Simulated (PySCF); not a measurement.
Geometries of 4 isomers of C5H7F, from PBE0-D3(BJ)/def2-SVP geometry optimisation, gas phase in PySCF. One conformer each, no zero-point energy, no frequencies.

Task: Which is lowest in electronic energy at this level?
A.
```xyz
13
angstrom
C      2.236   -0.082   -0.219
C      1.192    0.390    0.458
C     -0.094   -0.363    0.648
F     -0.022   -1.594    0.045
C     -1.270    0.410    0.124
C     -2.088   -0.029   -0.828
H      3.147    0.510   -0.331
H      2.204   -1.072   -0.680
H      1.223    1.383    0.920
H     -0.242   -0.537    1.733
H     -1.420    1.394    0.583
H     -2.927    0.577   -1.177
H     -1.938   -1.011   -1.285
```
B.
```xyz
13
angstrom
C      2.118    1.227    1.046
C      1.351    0.796    0.037
C      0.115    0.054    0.213
F     -0.211   -0.184    1.493
C     -0.683   -0.387   -0.771
C     -1.948   -1.144   -0.575
H      3.039    1.782    0.856
H      1.842    1.034    2.085
H      1.633    0.992   -1.001
H     -0.359   -0.159   -1.790
H     -2.813   -0.581   -0.966
H     -2.128   -1.352    0.488
H     -1.926   -2.103   -1.118
```
C.
```xyz
13
angstrom
C      2.413    0.680    0.299
C      1.220    0.476    0.295
C     -0.227    0.214    0.276
C     -0.828    0.617   -1.062
C     -0.515   -1.236    0.633
F     -0.822    1.006    1.252
H      3.472    0.863    0.306
H     -0.637    1.682   -1.254
H     -0.391    0.027   -1.879
H     -1.915    0.449   -1.038
H     -1.603   -1.398    0.650
H     -0.062   -1.915   -0.103
H     -0.105   -1.466    1.625
```
D.
```xyz
13
angstrom
F      0.228   -2.079    0.875
C      0.156   -0.901    0.224
C     -1.135   -0.385   -0.369
C     -0.689    1.051    0.027
C      0.566    0.479    0.679
C      1.363   -0.275   -0.362
H     -2.002   -0.716    0.219
H     -1.316   -0.601   -1.434
H     -0.507    1.746   -0.809
H     -1.377    1.528    0.738
H      1.018    0.813    1.616
H      1.396    0.061   -1.407
H      2.297   -0.699    0.016
```

Result: B. That is `C=C/C(F)=C/C`, 11.0 kcal/mol below the next.

```csv
SMILES,atoms numbered as above,E (Eh),relative (kcal/mol),relative (kJ/mol),dipole (D)
C=C/C(F)=C/C,[CH2:1]=[CH:2]/[C:3]([F:4])=[CH:5]/[CH3:6],-294.00555,0.0,0.0,1.28
F[C@@]12CC[C@@H]1C2,[F:1][C@@:2]12[CH2:3][CH2:4][C@@H:5]1[CH2:6]2,-293.98804,11.0,46.0,1.42
C=CC(F)C=C,[CH2:1]=[CH:2][CH:3]([F:4])[CH:5]=[CH2:6],-293.98597,12.3,51.4,1.52
C#CC(C)(C)F,[CH:1]#[C:2][C:3]([CH3:4])([CH3:5])[F:6],-293.97044,22.0,92.2,1.83
```

As drawn, the lowest has a C=C bond outside aromatic rings, which the highest lacks; the highest has a C≡C bond, which the lowest lacks.
